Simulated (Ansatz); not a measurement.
# Si2H4 (SMILES [SiH][SiH3]) at UCCSD(T)/STO-3G

What is the vertical ionisation energy of Si2H4 at UCCSD(T)/STO-3G? 

The results are computed with Ansatz 0.2.0.

29 further runs of the same task are left out: 29 set aside as unsound or not needed.

## Step 1: The structure to begin with

Si2H4: 6 atoms, total charge 0, spin state triplet. SMILES: `[SiH][SiH3]`. The shape is that of a GFN2-xTB optimisation.

Bond lengths: Si1–Si2 2.254 Å, Si1–H3 1.473 Å, Si2–H4 1.467 Å, Si2–H5 1.474 Å, Si2–H6 1.474 Å. Angles: Si1–Si2–H4 105.5°, Si1–Si2–H5 115.5°, Si1–Si2–H6 115.4°, Si2–Si1–H3 128.8°, H4–Si2–H5 107.9°, H4–Si2–H6 107.9°, H5–Si2–H6 104.3°.

## Step 2: A single-point energy at UCCSD(T)/STO-3G

The input, in.yaml:

```yaml
crystal:
  periodic: [false, false, false]
  atoms:
    - symbol: Si
      position_ang: [0.322720, -1.575880, 0.287350]
    - symbol: Si
      position_ang: [-0.300130, 0.523270, -0.245660]
    - symbol: H
      position_ang: [1.427930, -2.017820, 1.155760]
    - symbol: H
      position_ang: [-1.456530, 0.376070, -1.136010]
    - symbol: H
      position_ang: [0.714920, 1.325330, -0.951090]
    - symbol: H
      position_ang: [-0.708920, 1.369020, 0.889660]
basis:
  gaussian: {orbitals: STO-3G}
magnetization: {spin_polarized: true, initial_magnetization: 2}
correlation: {method: ccsd_t, frozen_orbitals: {H: 0, Si: 5}}
accuracy: high
scf: {omitted_lower_state_checks: [cluster_reference, increment]}
```

Run with:

```sh
$ ansatz run in.yaml --threads 1 --pin off --max-ram 2610MiB --events-out events.jsonl --progress --plain --runs-dir runs
```

The program printed, cut to the lines that bear on the results:

```text
Warning: RAYON_NUM_THREADS=1 ignored (pool sized by the plan → 1); use --threads N
Functional definition: HF
  name "HF"
[...]
388 factors; integrals over basis functions are off by at most 6.1e-9 eV
[...]
mean field -15603.98153381 eV, -573.4357446089 hartree, gradient 8.2e-8 eV, S^2 2.005594; 0 other end points of the search recorded, 0 dependent functions left out
10 core orbitals not correlated: weight in the atoms' cores, before any rotation towards them, 0.999 or more for the frozen orbitals, at most 0.000 for the correlated occupied ones
reference -15603.98153381 eV, -573.4357446089 hartree; 7, 5 occupied and 5, 7 virtual orbitals, 388 factors
second order -1.58651586 eV of doubles, -0.00000000 eV of singles
cycle   1  -2.09357492 eV  change   -5.1e-1 eV  update   6.1e-2
[...]
cycle  21  -2.39198998 eV  change   6.8e-11 eV  update  3.8e-10
perturbative correction -0.01841452 eV, -0.0006767213 hartree
Total energy: -15606.39193831 eV, -573.5243253405 hartree
Checks for a lower state left out: cluster_reference, increment
```

It took 0.22 s on 1 thread of AMD EPYC 9R14 (Zen 4), shared host.

## Step 3: The doublet cation at the same level

The input, job.yaml:

```yaml
basis:
  gaussian:
    orbitals: STO-3G
crystal:
  periodic: [false, false, false]
  atoms:
    - {symbol: Si, position_ang: [0.322720, -1.575880, 0.287350]}
    - {symbol: Si, position_ang: [-0.300130, 0.523270, -0.245660]}
    - {symbol: H, position_ang: [1.427930, -2.017820, 1.155760]}
    - {symbol: H, position_ang: [-1.456530, 0.376070, -1.136010]}
    - {symbol: H, position_ang: [0.714920, 1.325330, -0.951090]}
    - {symbol: H, position_ang: [-0.708920, 1.369020, 0.889660]}
magnetization:
  spin_polarized: true
  initial_magnetization: 1
total_charge: 1
accuracy: high
scf:
  omitted_lower_state_checks: [cluster_reference, increment]
correlation:
  method: ccsd_t
  frozen_orbitals: {H: 0, Si: 5}
```

Run with:

```sh
$ ansatz run job.yaml --threads 1 --pin off --max-ram 2610MiB --events-out events.jsonl --progress --plain --runs-dir runs
```

The program printed, cut to the lines that bear on the results:

```text
Warning: RAYON_NUM_THREADS=1 ignored (pool sized by the plan → 1); use --threads N
Functional definition: HF
  name "HF"
[...]
387 factors; integrals over basis functions are off by at most 6.1e-9 eV
[...]
mean field -15599.72581298 eV, -573.2793497530 hartree, gradient 5.3e-8 eV, S^2 0.750841; 2 other end points of the search recorded, 0 dependent functions left out
10 core orbitals not correlated: weight in the atoms' cores, before any rotation towards them, 0.999 or more for the frozen orbitals, at most 0.000 for the correlated occupied ones
reference -15599.72581298 eV, -573.2793497530 hartree; 6, 5 occupied and 6, 7 virtual orbitals, 387 factors
second order -1.70907592 eV of doubles, -0.00000000 eV of singles
cycle   1  -2.25401231 eV  change   -5.4e-1 eV  update   6.5e-2
[...]
cycle  25  -2.57737664 eV  change  -1.5e-10 eV  update  6.9e-10
perturbative correction -0.02546346 eV, -0.0009357650 hartree
Total energy: -15602.32865308 eV, -573.3750023624 hartree
Checks for a lower state left out: cluster_reference, increment
```

It took 0.24 s on 1 thread of AMD EPYC 9R14 (Zen 4), shared host.

## Step 4: Summary of results

Level: UCCSD(T)/STO-3G, 10 core orbitals frozen.

| quantity | value |
| --- | --- |
| triplet Si2H4: total energy | -573.52433 Eh |
| triplet Si2H4: correlation energy (10 core orbitals frozen) | -88.6 mEh |
| triplet Si2H4: (T) correction | -0.68 mEh |
| triplet Si2H4: ⟨S²⟩ of the reference determinant | 2.006 |
| triplet Si2H4: T1 diagnostic | 0.005 |
| doublet cation: total energy | -573.37500 Eh |
| doublet cation: correlation energy (10 core orbitals frozen) | -95.7 mEh |
| doublet cation: (T) correction | -0.94 mEh |
| doublet cation: ⟨S²⟩ of the reference determinant | 0.751 |
| doublet cation: T1 diagnostic | 0.009 |
| vertical ionisation energy (to the doublet cation) | 4.063 eV |

Removing an electron at fixed nuclei costs 4.06 eV (392 kJ/mol). In a minimal basis such a difference can be off by several eV, whatever the method. The triples (triplet Si2H4) make up 0.8 % of the correlation energy. The triples (doublet cation) make up 1.0 % of the correlation energy.
